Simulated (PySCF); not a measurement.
Some computed properties have been withheld. Give your best values.

Species: fluorocyanoacetylene, C3FN.
Bonds: N1–C2 (triple), C2–C3, C3–C4 (triple), C4–F5.

```json
{"property": "point group", "level": "PBE0-D3(BJ)/def2-TZVP", "value": "C∞v"}
{"property": "rotational constant B (linear)", "level": "PBE0-D3(BJ)/def2-TZVP", "value": "2.089 GHz"}
{"property": "dipole moment", "level": "B97-2/pcSseg-2", "value": "?"}
{"property": "HOMO energy", "level": "B97-2/pcSseg-2", "value": "?"}
{"property": "LUMO energy", "level": "B97-2/pcSseg-2", "value": "?"}
{"property": "13C chemical shifts (computed TMS as zero) by class", "level": "GIAO B97-2/pcSseg-2", "value": "?"}
{"property": "isotropic shieldings of nuclei other than C and H, by class", "level": "GIAO B97-2/pcSseg-2", "value": "-34 (N1), 389 (F5) ppm"}
```

Gas-phase values; electronic properties from PySCF, density fitting. Isolated species at its PBE0-D3(BJ)/def2-TZVP geometry, gas phase.

The LUMO energy?

-1.31 eV.

The HOMO energy?

-8.67 eV.

What are the 13C chemical shifts (computed TMS as zero) by class?

109.5 (C2), 89.7 (C4), 9.0 (C3) ppm.

What is the dipole moment?

3.61 D.

B corresponds to 0.0697 cm⁻¹ and a moment of inertia of 241.9 u Å² (most abundant isotopes). In atomic units the dipole is 1.42 e·bohr (1 au = 2.5417 D). A dipole of 3.61 D is allowed in C∞v, and pure rotational transitions are dipole-allowed.

For the NMR shielding job (B97-2/pcSseg-2), time: 15 s wall; peak memory 0.72 GiB. Hardware: Arm Neoverse N1, one thread, on a shared host.
